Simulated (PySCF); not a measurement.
Simulated outer-valence photoelectron spectrum of `N=[PH3]`. The calculation used EOM-IP-CCSD/aug-cc-pVDZ in PySCF, restricted Hartree–Fock reference, frozen core, non-relativistic, gas phase, PBE0-D3(BJ)/def2-SVP geometry.

Each root has a Gaussian of 0.6 eV full width with its one-hole share as area; cross sections and vibrations are left out, and the highest printed point is 100.

```csv
ionisation energy (eV),intensity
8.2,1
8.4,4
8.6,19
8.8,47
9.0,61
9.2,43
9.4,17
9.6,11
9.8,28
10.0,54
10.2,58
10.4,33
10.6,10
10.8,2
11.0,0
11.2,0
11.4,0
11.6,0
11.8,0
12.0,0
12.2,0
12.4,0
12.6,0
12.8,0
13.0,0
13.2,0
13.4,0
13.6,1
13.8,6
14.0,26
14.2,65
14.4,100
14.6,98
14.8,61
15.0,23
15.2,8
15.4,14
15.6,38
15.8,59
16.0,50
16.2,22
16.4,5
16.6,1
```

Task: Where are the maxima, and how many lines lie under the curve?

Result: 4 maxima, at 9.0, 10.1, 14.5 and 15.8 eV, from 5 lines. At this width some lines have no maximum of their own.

Task: List the lines with their holes.

Result: 
```json
{"E (eV)": "8.98", "leading hole (HF orbital)": "HOMO", "area": "0.95", "Koopmans (eV)": "9.86"}
{"E (eV)": "10.12", "leading hole (HF orbital)": "HOMO-1", "area": "0.94", "Koopmans (eV)": "11.22"}
{"E (eV)": "14.35", "leading hole (HF orbital)": "HOMO-2", "area": "0.95", "Koopmans (eV)": "15.17"}
{"E (eV)": "14.63", "leading hole (HF orbital)": "HOMO-3", "area": "0.93", "Koopmans (eV)": "15.59"}
{"E (eV)": "15.84", "leading hole (HF orbital)": "HOMO-4", "area": "0.94", "Koopmans (eV)": "16.98"}
```

The widest gap, 4.23 eV, lies between 10.12 and 14.35 eV. Only orbitals with −ε under 21 eV, eight at most, were ionised, so the high end of the curve may lack lines.
